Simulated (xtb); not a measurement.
xtb job for nitric oxide (NO), SMILES O=[N], multiplicity 2, GFN2-xTB. 

```
$ xtb mol.xyz --gfn 2 --sp --chrg 0 --uhf 1 --json
$ cat mol.xyz
2

N      0.00000000     0.00000000    -0.61627164
O      0.00000000     0.00000000     0.53923768
```

Log of the run:

```
[banner left out]
          |                Calculation Setup                |
           -------------------------------------------------



           -------------------------------------------------
          |                 G F N 2 - x T B                 |
           -------------------------------------------------

        Reference                      10.1021/acs.jctc.8b01176
      * Hamiltonian:
        H0-scaling (s, p, d)           1.850000    2.230000    2.230000
        zeta-weighting                 0.500000
      * Dispersion:
        s8                             2.700000
        a1                             0.520000
        a2                             5.000000
        s9                             5.000000
      * Repulsion:
        kExp                           1.500000    1.000000
        rExp                           1.000000
      * Coulomb:
        alpha                          2.000000
        third order                    shell-resolved
        anisotropic                    true
        a3                             3.000000
        a5                             4.000000
        cn-shift                       1.200000
        cn-exp                         4.000000
        max-rad                        5.000000


          ...................................................
          :                      SETUP                      :
          :.................................................:
          :  # basis functions                   8          :
          :  # atomic orbitals                   8          :
          :  # shells                            4          :
          :  # electrons                        11          :
          :  max. iterations                   250          :
          :  Hamiltonian                  GFN2-xTB          :
          :  restarted?                      false          :
          :  GBSA solvation                  false          :
          :  PC potential                    false          :
          :  electronic temp.          300.0000000     K    :
          :  accuracy                    1.0000000          :
          :  -> integral cutoff          0.2500000E+02      :
          :  -> integral neglect         0.1000000E-07      :
          :  -> SCF convergence          0.1000000E-05 Eh   :
          :  -> wf. convergence          0.1000000E-03 e    :
          :  Broyden damping             0.4000000          :
          :  net charge                          0          :
          :  unpaired electrons                  1          :
          ...................................................

 iter      E             dE          RMSdq      gap      omega  full diag
   1     -6.8382019 -0.683820E+01  0.756E+00    0.00       0.0  T
   2     -6.8555975 -0.173955E-01  0.303E+00    0.00       1.0  T
   3     -6.8570815 -0.148400E-02  0.200E+00    0.00       1.0  T
   4     -6.8576818 -0.600289E-03  0.127E-01    0.00       1.0  T
   5     -6.8576729  0.884789E-05  0.113E-01    0.00       1.0  T
   6     -6.8576838 -0.108378E-04  0.105E-02    0.00       6.8  T
   7     -6.8576838 -0.548746E-07  0.133E-03    0.00      53.2  T
   8     -6.8576838 -0.116645E-08  0.314E-05    0.00    2248.7  T
   9     -6.8576838 -0.802025E-12  0.120E-06    0.00   59109.6  T

   *** convergence criteria satisfied after 9 iterations ***

         #    Occupation            Energy/Eh            Energy/eV
      -------------------------------------------------------------
         1        2.0000           -0.8002549             -21.7760
         2        2.0000           -0.6712972             -18.2669
         3        2.0000           -0.6261466             -17.0383
         4        2.0000           -0.6261466             -17.0383
         5        2.0000           -0.5100620             -13.8795
         6        0.5000           -0.3558813              -9.6840 (HOMO)
         7        0.5000           -0.3558813              -9.6840 (LUMO)
         8                          0.4194082              11.4127
      -------------------------------------------------------------
                  HL-Gap            0.0000000 Eh            0.0000 eV
             Fermi-level           -0.3944265 Eh          -10.7329 eV

 SCC (total)                   0 d,  0 h,  0 min,  0.002 sec
 SCC setup                      ...        0 min,  0.000 sec (  6.640%)
 Dispersion                     ...        0 min,  0.000 sec (  2.073%)
 classical contributions        ...        0 min,  0.000 sec (  1.669%)
 integral evaluation            ...        0 min,  0.000 sec (  9.307%)
 iterations                     ...        0 min,  0.001 sec ( 61.311%)
 molecular gradient             ...        0 min,  0.000 sec (  9.710%)
 printout                       ...        0 min,  0.000 sec (  8.793%)

         :::::::::::::::::::::::::::::::::::::::::::::::::::::
         ::                     SUMMARY                     ::
         :::::::::::::::::::::::::::::::::::::::::::::::::::::
         :: total energy              -6.828340988215 Eh    ::
         :: gradient norm              0.000184590327 Eh/a0 ::
         :: HOMO-LUMO gap              0.000000000013 eV    ::
         ::.................................................::
         :: SCC energy                -6.857683824114 Eh    ::
         :: -> isotropic ES            0.001244746113 Eh    ::
         :: -> anisotropic ES          0.001484563940 Eh    ::
         :: -> anisotropic XC          0.007410612580 Eh    ::
         :: -> dispersion             -0.000224192873 Eh    ::
         :: repulsion energy           0.029342835899 Eh    ::
         :: add. restraining           0.000000000000 Eh    ::
         :: total charge               0.000000000000 e     ::
         :::::::::::::::::::::::::::::::::::::::::::::::::::::

           -------------------------------------------------
          |                Property Printout                |
           -------------------------------------------------

    * Orbital Energies and Occupations

         #    Occupation            Energy/Eh            Energy/eV
      -------------------------------------------------------------
         1        2.0000           -0.8002549             -21.7760
         2        2.0000           -0.6712972             -18.2669
         3        2.0000           -0.6261466             -17.0383
         4        2.0000           -0.6261466             -17.0383
         5        2.0000           -0.5100620             -13.8795
         6        0.5000           -0.3558813              -9.6840 (HOMO)
         7        0.5000           -0.3558813              -9.6840 (LUMO)
         8                          0.4194082              11.4127
      -------------------------------------------------------------
                  HL-Gap            0.0000000 Eh            0.0000 eV
             Fermi-level           -0.3944265 Eh          -10.7329 eV

     #   Z          covCN         q      C6AA      α(0)
     1   7 N        0.923     0.063    20.085     6.476
     2   8 O        0.923    -0.063    15.964     5.358

 Mol. C6AA /au·bohr⁶  :         71.758775
 Mol. C8AA /au·bohr⁸  :       1518.720249
 Mol. α(0) /au        :         11.833981


Wiberg/Mayer (AO) data.
largest (>0.10) Wiberg bond orders for each atom

 ---------------------------------------------------------------------------
     #   Z sym  total        # sym  WBO       # sym  WBO       # sym  WBO
 ---------------------------------------------------------------------------
     1   7 N    2.133 --     2 O    2.133
     2   8 O    2.133 --     1 N    2.133
 ---------------------------------------------------------------------------

Topologies differ in total number of bonds
Note: The following floating-point exceptions are signalling: IEEE_DENORMAL
normal termination of xtb
Writing topology from bond orders to xtbtopo.mol

molecular dipole:
                 x           y           z       tot (Debye)
 q only:        0.000       0.000      -0.138
   full:        0.000      -0.000       0.067       0.170
molecular quadrupole (traceless):
                xx          xy          yy          xz          yz          zz
 q only:       -0.010       0.000      -0.010       0.000       0.000       0.020
  q+dip:        0.490       0.000       0.490       0.000       0.000      -0.980
   full:        0.798       0.000       0.798       0.000       0.000      -1.596


           -------------------------------------------------
          | TOTAL ENERGY               -6.828340988215 Eh   |
          | GRADIENT NORM               0.000184590327 Eh/α |
          | HOMO-LUMO GAP               0.000000000013 eV   |
           -------------------------------------------------

------------------------------------------------------------------------
------------------------------------------------------------------------
 total:
 SCF:
```

The run converged.

Cost: around 0.07 core-seconds (rough).
